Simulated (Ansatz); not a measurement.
# ClH4NSi: the cost of one run

Method: RKS PBE/def2-SVP, in Ansatz 0.2.0.

## (1) Starting point

Bond lengths: Si1–Cl2 2.130 Å, Si1–N3 1.820 Å, N3–H4 1.060 Å, N3–H5 1.060 Å, Si1–H6 1.459 Å, Si1–H7 1.459 Å. Angles: Cl2–Si1–N3 109.5°, Cl2–Si1–H6 109.5°, Cl2–Si1–H7 109.5°, N3–Si1–H6 109.5°, N3–Si1–H7 109.5°, H6–Si1–H7 109.5°, Si1–N3–H4 120.0°, Si1–N3–H5 120.0°, H4–N3–H5 120.0°.

Structure file:

```xyz
7

Si    0.0000    0.0000    0.0000
Cl    0.0000    0.0000    2.1300
N     1.7163    0.0000   -0.6061
H     2.2145   -0.9180   -0.7868
H     2.2175    0.9180   -0.7783
H    -0.6877    1.1914   -0.4862
H    -0.6877   -1.1914   -0.4862
```

## (2) Preparing the start

Input file input.yaml:

```yaml
crystal:
  periodic: [false, false, false]
  atoms:
    - { symbol: Si, position_ang: [0.0, 0.0, 0.0] }
    - { symbol: Cl, position_ang: [0.0, 0.0, 2.13] }
    - { symbol: "N", position_ang: [1.7163, 0.0, -0.6061] }
    - { symbol: H, position_ang: [2.2145, -0.918, -0.7868] }
    - { symbol: H, position_ang: [2.2175, 0.918, -0.7783] }
    - { symbol: H, position_ang: [-0.6877, 1.1914, -0.4862] }
    - { symbol: H, position_ang: [-0.6877, -1.1914, -0.4862] }
basis:
  gaussian: { orbitals: def2-SVP }
hamiltonian:
  xc: pbe
relax:
  f_tol: 0.02
  max_steps: 40
output:
  orbitals: {}
```

Command:

```sh
ansatz run input.yaml --threads 1 --pin off --max-ram 2048MiB --backend cpu --events-out ev --progress --plain --runs-dir out
```

Q: Estimate wall time and peak memory on 1 thread of Arm Neoverse V1, shared host.

About 10 s, with a peak of 0.13 GiB.
